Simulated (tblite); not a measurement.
Species: C2H4F2S (charge +1 and doublet state).
Z-matrix (Å and degrees, GFN2-xTB geometry), rows numbered from 1:
```
F 
C   1  1.3298
S   2  1.8253  1  108.79
C   3  1.8272  2   99.66  1   179.81
F   4  1.3387  3  111.03  2     0.17
H   2  1.1027  1  109.28  3   120.04
H   2  1.1030  1  109.36  3  -119.90
H   4  1.1009  3  108.96  2   120.40
H   4  1.1011  3  108.95  2  -120.18
```

Computed values, GFN2-xTB/tblite, gas phase, harmonic and unscaled. Errors from tens to a few hundred cm⁻¹ against measured bands are possible. One conformer, not necessarily the lowest. Open shells enter through the occupations alone, without spin polarisation, and single modes of such species can be off by tens of per cent.

Harmonic wavenumbers (cm⁻¹): 87.8, 95.5, 160.0, 311.0, 406.8, 668.9, 689.6, 745.9, 781.1, 1101.8, 1106.7, 1110.7, 1122.0, 1177.9, 1184.6, 1307.6, 1331.7, 2839.8, 2856.3, 2867.3, 2883.5.

A = 7833, B = 2413, C = 1890 MHz; mass 98.000 u (most abundant isotopes); point group Cs, symmetry number 1; spin multiplicity 2.

**Question.** What is the zero-point energy?

**Answer.** ½Σν̃ = 12418 cm⁻¹ = 35.51 kcal/mol.

**Question.** Give the ideal-gas entropy at 350 K and 1 bar in the rigid-rotor, harmonic-oscillator model (classical rotation).

**Answer.** Translation 40.48, rotation 27.08, vibration 16.03, spin (R ln 2) 1.38: S = 85.0 cal/(mol K).

**Question.** And Cp and H(350 K) − H(0)?

**Answer.** Cp = 24.15 cal/(mol K), of which vibrations give 16.21 (their classical limit is 21 R = 41.7); H(350 K) − H(0) = 5.70 kcal/mol without the zero-point energy, 2.92 from vibrations.

**Question.** Blend soft modes into free rotors: weight 1/[1 + (100 cm⁻¹/ν̃)⁴] for the oscillator and the rest for a rotor with moment μB/(μ + B), μ = h/(8π²ν), B = 10⁻⁴⁴ kg m². What vibrational entropy results?

**Answer.** 15.00 cal/(mol K) in place of 16.03, which changes −T·S at 350 K by +0.36 kcal/mol.

**Question.** Which modes carry the vibrational entropy at 350 K?

**Answer.** 87.8 cm⁻¹: 4.02; 95.5 cm⁻¹: 3.86; 160.0 cm⁻¹: 2.86; 311.0 cm⁻¹: 1.63; 406.8 cm⁻¹: 1.18; 668.9 cm⁻¹: 0.50 cal/(mol K); the other 15 give 1.98 together.

**Question.** How do the functions run with temperature in this model?

**Answer.** 
```csv
T (K),S (cal/(mol K)),Cp (cal/(mol K)),H − H(0) (kcal/mol),G − H(0) (kcal/mol),ln q(vib)
100,63.0,13.4,1.05,-5.25,0.74
200,73.5,17.4,2.59,-12.12,2.03
300,81.4,21.9,4.55,-19.87,3.26
500,94.6,29.8,9.78,-37.52,5.64
800,110.3,36.9,19.90,-68.36,9.00
1000,118.9,39.9,27.60,-91.30,11.05
```

q(vib) and H(0) count from the zero-point level.

Hindered rotation and anharmonicity are outside this model. Other conformers, if any are populated, would add a mixing term that is left out.
